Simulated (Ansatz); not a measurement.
# Nudged elastic band run: CHO₂, charge -1

input.yaml

```yaml
crystal:
  periodic: [false, false, false]
  atoms:
    - { symbol: O, position_ang: [-0.019821, 0.340947, 1.257088] }
    - { symbol: C, position_ang: [0.63496, -0.36184, 0.464881] }
    - { symbol: O, position_ang: [0.083086, -0.298538, -0.905805] }
    - { symbol: H, position_ang: [-0.698225, 0.31943, -0.816165] }
total_charge: -1
basis:
  gaussian: { orbitals: def2-mTZVP }
hamiltonian:
  xc: revpbe
  dispersion: d4
neb:
  order_check: false
  images: 1
  f_tol: 0.05
  max_iterations: 60
  climbing: false
  final_atoms:
    - { symbol: O, position_ang: [0.23735375, 0.22136499, 1.55785533] }
    - { symbol: C, position_ang: [0.51200583, -0.26379095, 0.47133415] }
    - { symbol: O, position_ang: [-0.55251751, 0.25500423, -0.62421565] }
    - { symbol: H, position_ang: [-0.19684207, -0.21257927, -1.40497484] }
  initial_path:
    images:
      - { positions_ang: [[-0.019821, 0.340947, 1.257088], [0.63496, -0.36184, 0.464881], [0.083086, -0.298538, -0.905805], [-0.698225, 0.31943, -0.816165]] }
      - { positions_ang: [[0.03029327, 0.1092315, 1.45859124], [0.69573896, -0.05397595, 0.40852523], [-0.21630366, -0.43748185, -0.71762185], [-0.50972857, 0.3822253, -1.14949562]] }
      - { positions_ang: [[0.23735375, 0.22136499, 1.55785533], [0.51200583, -0.26379095, 0.47133415], [-0.55251751, 0.25500423, -0.62421565], [-0.19684207, -0.21257927, -1.40497484]] }
```

Launched with:

```bash
$ ansatz run input.yaml --threads 1 --pin off --max-ram 2048MiB --backend cpu --events-out ev --progress --plain --runs-dir out
```

Output, in part (warnings, iteration lines, the closing report on the highest movable image, with atoms numbered from 0; the dipole of an ion depends on the origin):

```
NEB end point (image 0): max|allowed force component| = 1.188e-2 eV/Å (the criterion of neb.relax_end_points is 1.000e-2)
NEB end point (image 2): max|allowed force component| = 1.468e-3 eV/Å (the criterion of neb.relax_end_points is 1.000e-2)
NEB iter   1: max|band force component| = 1.976e0 eV/Å  barrier→ = 0.6121 eV  barrier← = 0.5216 eV  Δτ_max = 0.0358 Å  (79 SCF iters)
NEB iter   2: max|band force component| = 1.350e0 eV/Å  barrier→ = 0.5618 eV  barrier← = 0.4712 eV  Δτ_max = 0.0213 Å  (31 SCF iters)
NEB iter   3: max|band force component| = 6.744e-1 eV/Å  barrier→ = 0.5177 eV  barrier← = 0.4271 eV  Δτ_max = 0.0731 Å  (31 SCF iters)
NEB iter   4: max|band force component| = 5.063e-1 eV/Å  barrier→ = 0.4415 eV  barrier← = 0.3510 eV  Δτ_max = 0.0525 Å  (38 SCF iters)
NEB iter   5: max|band force component| = 5.154e-1 eV/Å  barrier→ = 0.4153 eV  barrier← = 0.3248 eV  Δτ_max = 0.0263 Å  (30 SCF iters)
NEB iter   6: max|band force component| = 3.900e-1 eV/Å  barrier→ = 0.4105 eV  barrier← = 0.3199 eV  Δτ_max = 0.0092 Å  (31 SCF iters)
NEB iter   7: max|band force component| = 5.068e-2 eV/Å  barrier→ = 0.4087 eV  barrier← = 0.3181 eV  Δτ_max = 0.0031 Å  (32 SCF iters)
NEB iter   8: max|band force component| = 7.079e-3 eV/Å  barrier→ = 0.4086 eV  barrier← = 0.3181 eV  Δτ_max = 0.0000 Å  (60 SCF iters)
Total energy: -5147.12028625 eV, -189.1531816761 hartree
Atom 0 at     0.066868     0.114736     1.519964 Å, force     0.005760    -0.017477     0.003254 eV/Å
Atom 1 at     0.761083    -0.009507     0.551081 Å, force    -0.004050     0.021072    -0.001282 eV/Å
Atom 2 at    -0.307852    -0.503752    -0.876746 Å, force    -0.020568     0.008659     0.008322 eV/Å
Atom 3 at    -0.520100     0.398523    -1.194301 Å, force     0.018858    -0.012254    -0.010295 eV/Å
Dipole moment:    -0.140982     0.265266     0.194060 e Å
```

It converged. No image climbed, so the highest image needn't sit at the top of the path. So few images can step over the top or miss a turn of the path. Limits of this set-up: an anion without diffuse functions.

Final band (atoms are numbered from 1 in the order of the input):

| image | path coordinate (Å) | energy (kJ/mol) | dihedral O1–C2–O3–H4 (°) |
| --- | --- | --- | --- |
| 0 | 0.00 | 0.0 | 0 |
| 1 | 0.81 | 39.4 | 90 |
| 2 | 1.61 | 8.7 | 180 |

Run time: 20 s on 1 thread of AMD EPYC (Zen 3) (shared host), peak memory 0.11 GiB.
